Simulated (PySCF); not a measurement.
CHO2 (SMILES O=C=[OH+]), charge +1, singlet, geometry from GFN2-xTB; PySCF with B3LYP/6-31G.

Here is a job for PySCF.
```python
from pyscf import gto, scf, dft

mol = gto.Mole()
mol.atom = '''
    C    -0.006958    0.009851   -0.110372
    O    -0.023412   -0.021476    1.076341
    O     0.097713   -0.033874   -1.218766
    H    -0.552655    0.383700    1.801634
'''
mol.basis = '6-31g'
mol.charge = 1
mol.spin = 0
mol.verbose = 5
mol.build()

mf = dft.RKS(mol)
mf.xc = 'b3lyp'
mf.kernel()
```

Output, abridged:

```
PySCF version 2.14.0

[INPUT] verbose = 5
[INPUT] max_memory = 4000
[INPUT] num. atoms = 4
[INPUT] num. electrons = 22
[INPUT] charge = 1
[INPUT] spin (= nelec alpha-beta = 2S) = 0
[INPUT] symmetry False subgroup None
[INPUT] Mole.unit = angstrom
[INPUT] Symbol           X                Y                Z      unit          X                Y                Z       unit  Magmom
[...]
[INPUT] ---------------- BASIS SET ----------------
[INPUT] l, kappa, [nprim/nctr], expnt,             c_1 c_2 ...
[INPUT] O
[...]
                                825.23495         0.0139501
                                188.04696         0.0684451
                                52.9645           0.2327143
                                16.89757          0.470193
                                5.7996353         0.3585209
[...]
                                3.5999336         -0.1480263
                                1.0137618         1.130767
[...]
                                3.5999336         0.3397528
                                1.0137618         0.7271586
[...]
[INPUT] H
[...]
                                2.8253937         0.23472695
                                0.6401217         0.81375733
[...]
[INPUT] C
[...]
                                457.36951         0.0140373
                                103.94869         0.0688426
                                29.210155         0.2321844
                                9.286663          0.4679413
                                3.163927          0.362312
[...]
                                1.8812885         -0.1608542
                                0.5442493         1.1434564
[...]
                                1.8812885         0.316424
                                0.5442493         0.7443083
[...]
nuclear repulsion = 66.1524679845908
number of shells = 17
number of NR pGTOs = 70
number of NR cGTOs = 29
basis = 6-31g
ecp = {}

******** <class 'pyscf.dft.rks.RKS'> ********
method = RKS
initial guess = minao
damping factor = 0
level_shift factor = 0
DIIS = <class 'pyscf.scf.diis.CDIIS'>
diis_start_cycle = 1
diis_space = 8
diis_damp = 0
SCF conv_tol = 1e-09
SCF conv_tol_grad = None
SCF max_cycles = 50
direct_scf = True
direct_scf_tol = 1e-13
XC library pyscf.dft.libxc version 7.1.2
    S. Lehtola, C. Steigemann, M. J. T. Oliveira, and M. A. L. Marques,  SoftwareX 7, 1–5 (2018)
XC functionals = b3lyp
[...]
  -0.70551921  -0.32007198  -0.29043174  -0.27157377  -0.1398924
   0.14334299   0.19220438   0.19467754   0.28137839   0.50526192
   0.53839137   0.57373969   0.59314217   0.69236908   0.75913574
   0.77458445   1.00104241   1.3629167    1.67945647]
nelec by numeric integration = 21.99999980451416
E1 = -380.6054181751684  E2 = 125.74999915604326  Ecoul = 148.36091479661707  Exc = -22.6109156405738
cycle= 7 E= -188.702951034534  delta_E= -7.79e-07  |g|= 0.000151  |ddm|= 0.00142
[...]
  mo_energy =
[-19.59594856 -19.57318841 -10.73295201  -1.53839934  -1.50855607
  -1.06893526  -0.85823649  -0.85787053  -0.82523916  -0.71864902
  -0.70552884  -0.3200735   -0.29043315  -0.2715724   -0.13989612
   0.14334259   0.19221117   0.19468117   0.2813792    0.50526442
   0.53838744   0.57373104   0.59313591   0.69236244   0.75913014
   0.77457829   1.00103688   1.36291015   1.67945186]
nelec by numeric integration = 21.99999980451691
E1 = -380.60566581617485  E2 = 125.75024679286949  Ecoul = 148.36121061163956  Exc = -22.610963818770067
cycle= 8 E= -188.702951038715  delta_E= -4.18e-09  |g|= 1.98e-05  |ddm|= 9.38e-05
[...]
  mo_energy =
[-19.59594595 -19.57319051 -10.73295173  -1.53839866  -1.50855607
  -1.06893233  -0.85823608  -0.85787006  -0.82524229  -0.71864871
  -0.70552882  -0.32007371  -0.29043357  -0.27157153  -0.13989487
   0.14334233   0.19221093   0.19468114   0.28137997   0.50526375
   0.53839      0.5737318    0.59313629   0.69236139   0.7591293
   0.77457789   1.00103858   1.36291056   1.67945127]
nelec by numeric integration = 21.99999980451775
E1 = -380.60566557781993  E2 = 125.75024655442805  Ecoul = 148.36121089497726  Exc = -22.61096434054922
cycle= 9 E= -188.702951038801  delta_E= -8.65e-11  |g|= 6.09e-07  |ddm|= 1.67e-05
[...]
  mo_energy =
[-19.5959463  -19.57319065 -10.73295155  -1.53839871  -1.50855611
  -1.06893256  -0.8582361   -0.85787009  -0.82524223  -0.71864878
  -0.70552892  -0.32007371  -0.29043353  -0.27157161  -0.13989497
   0.14334234   0.19221099   0.19468121   0.28137996   0.50526381
   0.53838979   0.5737317    0.59313621   0.69236138   0.75912928
   0.77457786   1.00103844   1.36291051   1.67945125]
nelec by numeric integration = 21.999999804517703
E1 = -380.60566719017976  E2 = 125.75024816678807  Ecoul = 148.36121287054604  Exc = -22.61096470375797
Extra cycle  E= -188.702951038801  delta_E= 2.27e-13  |g|= 8e-07  |ddm|= 1.3e-06
converged SCF energy = -188.702951038801
```
